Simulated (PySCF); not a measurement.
**Magnetic susceptibility: SMILES C1=CSC=CS1, C4H4S2**

Geometry (Å), atoms numbered from 1 in this order:
```xyz
10

C    -1.165    0.888   -0.250
C    -1.402   -0.427   -0.257
S    -0.176   -1.642   -0.616
C     1.231   -0.901    0.146
C     1.468    0.414    0.154
S     0.407    1.606   -0.596
H    -1.947    1.600    0.030
H    -2.384   -0.826    0.017
H     1.892   -1.596    0.671
H     2.329    0.830    0.686
```

Theory: GIAO B3LYP/aug-pcSseg-1 magnetisability, rotational g tensor and spin-rotation constants, non-relativistic, gas phase in PySCF 2.14.0. Geometry: PBE0-D3(BJ)/def2-SVP.

Problem. What are the magnetisability and the molar susceptibility?

Solution. Isotropic -1089 × 10⁻³⁰ J/T², or -65.6 × 10⁻⁶ cm³/mol; principal values -1208, -1110, -948 × 10⁻³⁰ J/T², anisotropy 227 × 10⁻³⁰ J/T² (root of half the summed squared differences of the principal values). The susceptibility is in cgs units.

Problem. Split it along the inertial axes a, b, c into diamagnetic and paramagnetic parts about the centre of mass, with the quadrupole moment.

Solution. 
```tsv
axis	χ (10⁻⁶ cm³/mol)	diamagnetic (10⁻⁶ cm³/mol)	paramagnetic (10⁻⁶ cm³/mol)	summed x² of all electrons (Å²)	quadrupole Θ (D Å)
a	-57.1	-379.8	322.7	114.6	-3.63
b	-66.8	-560.3	493.5	72.1	+9.98
c	-72.7	-792.2	719.4	17.4	-6.34
```
Anisotropies 2χaa − χbb − χcc = +25.4 and 2χbb − χaa − χcc = -3.8 × 10⁻⁶ cm³/mol. Θ is traceless in Buckingham's convention.

Problem. And the rotational g tensor?

Solution. 
| axis | rotational constant (GHz) | g | nuclear part | electronic part |
| --- | --- | --- | --- | --- |
| a | 4.2829 | -0.0556 | 0.5938 | -0.6493 |
| b | 2.3807 | -0.0290 | 0.5230 | -0.5519 |
| c | 1.6359 | -0.0080 | 0.5450 | -0.5529 |

Asymmetric top; isotopes 12C, 1H, 32S; no vibrational averaging.
